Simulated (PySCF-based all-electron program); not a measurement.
## Bond force of PF, triplet

All-electron Kohn–Sham DFT on the free molecule, computed near the basis limit with an in-house program on PySCF integrals; the spin-free Dirac equation, no spin–orbit coupling, spin-unrestricted, lowest state found (another of this spin can lie close). Forces are good to about 0.002 eV/Å. A positive force pushes the atoms apart.

| r (Å) | PBE (eV/Å) |
| --- | --- |
| 1.431 | 8.883 |
| 1.590 | 0.765 |
| 1.749 | ? |

Question: Fill in the missing PBE forces.

Answer: 1.749 Å: -2.583 eV/Å.

Question: Between which listed lengths does the PBE force vanish, and at which of the two is it smaller?

Answer: Between 1.590 and 1.749 Å. The force is smaller at 1.590 Å.
